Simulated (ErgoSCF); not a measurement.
# Two attempts at AlH2O (SMILES [OH][AlH])

Aim: the energy of AlH2O at UPBE with 10 % exact exchange/6-31G* (spherical functions).

The calculation is run with ErgoSCF 3.8.

8 further runs of the same task are left out: 1 that didn't finish, 7 set aside as unsound or not needed.

## Step 1: The system as given

AlH2O: 4 atoms, total charge 0, spin state doublet. SMILES: `[OH][AlH]`. Geometry: a GFN2-xTB relaxation, a rough one for these elements and not checked as a minimum.

Bond lengths: O1–Al2 1.646 Å, O1–H3 0.950 Å, Al2–H4 1.585 Å. Angles: O1–Al2–H4 120.9°, Al2–O1–H3 175.3°.

## Step 2: The input as first written

The input, input.ego:

```
set_nthreads(1)
molecule_inline Angstrom
O        0.228190      -0.699360       0.460150
Al       0.213420       0.901150       0.074930
H        0.188420      -1.634770       0.621700
H       -0.630030       1.432980      -1.156780
EOF
scf.output_mulliken_pop = 1
scf.convergence_threshold = 1e-06
basis = "6-31Gs"
spin_polarization = 1
scf.max_number_of_iterations = 93
XC.type = "GC2"
scf.use_diagonalization = 1
tmpdir = "."
run "SCAN"
```

Launch:

```console
ergo input.ego
```

Log:

```text
INMA ERGO version 3.8
INMA reading input from file input.ego
INMA O (charge=8.0) 0.431217 -1.321599 0.869557
INMA Al (charge=13.0) 0.403305 1.702927 0.141597
INMA H (charge=1.0) 0.356062 -3.089268 1.174843
INMA H (charge=1.0) -1.190584 2.707940 -2.185997
INMA  output_mulliken_pop := 1
INMA  convergence_threshold := 1e-06
INMA  basis := 6-31Gs
INMA Basis really set to 6-31Gs
INMA  spin_polarization := 1
INMA  max_number_of_iterations := 93
INMA  type := GC2
INMA  use_diagonalization := 1
INMA running SCAN
ERMA error in dft_setfunc
```

Standard output:

```text
Inline main molecule with 4 atoms.
line 16: RUN failed
line 16: Aborted.
```

Run time: 1.5 s. Hardware: 1 thread of Intel Xeon at 2.50GHz (Skylake/Cascade Lake), shared host; peak memory 0.27 GiB.

## Step 3: Diagnosis

The program refused the input.

The log says `ERMA error in dft_setfunc`. What is wrong: the input names a functional that the program doesn't know. To mend it: functional PBE with 10 % exact exchange in place of SCAN.

## Step 4: The mended input

The input, run.inp:

```
set_nthreads("env")
molecule_inline Angstrom
O      0.228190    -0.699360     0.460150
Al     0.213420     0.901150     0.074930
H      0.188420    -1.634770     0.621700
H     -0.630030     1.432980    -1.156780
EOF
charge = 0
XC.type = "GC2"
scf.output_mulliken_pop = 1
scf.convergence_threshold = 1e-06
basis = "6-31Gs"
scf.use_diagonalization = 1
tmpdir = "."
spin_polarization = 1
scf.max_number_of_iterations = 80
run "Combine hf=0.1 pbex=0.9 pbec=1"
```

Launch:

```console
ergo run.inp
```

Log:

```text
[...]
INDF Weighted mixed functional:
[...]
INSC Energy   1 =       -161.73639844862
[...]
INDE E_LUMO =         -0.08222864267
[...]
INSC Energy  18 =       -318.60371032981  ( diff     -0.000000000464070 )
[...]
RESC CONVERGED after  18 iterations.
RESC FINAL ENERGY:       -318.60371032981
RESC FINAL <S2> =          0.75240940058
[...]
INSC SCF: dipole_moment_x [atomic units] =      -0.00931976
INSC SCF: dipole_moment_y [atomic units] =      -0.52079711
INSC SCF: dipole_moment_z [atomic units] =       0.10685625
[...]
```

Run time: 27 s. Hardware: 1 thread of Intel Xeon at 2.50GHz (Skylake/Cascade Lake), shared host; peak memory 0.27 GiB.

## Step 5: Summary of results

Level: UPBE with 10 % exact exchange/6-31G* (spherical functions).

| quantity | value |
| --- | --- |
| total energy | -318.60371 Eh |
| dipole moment | 1.35 D |
| ⟨S²⟩ | 0.752 |
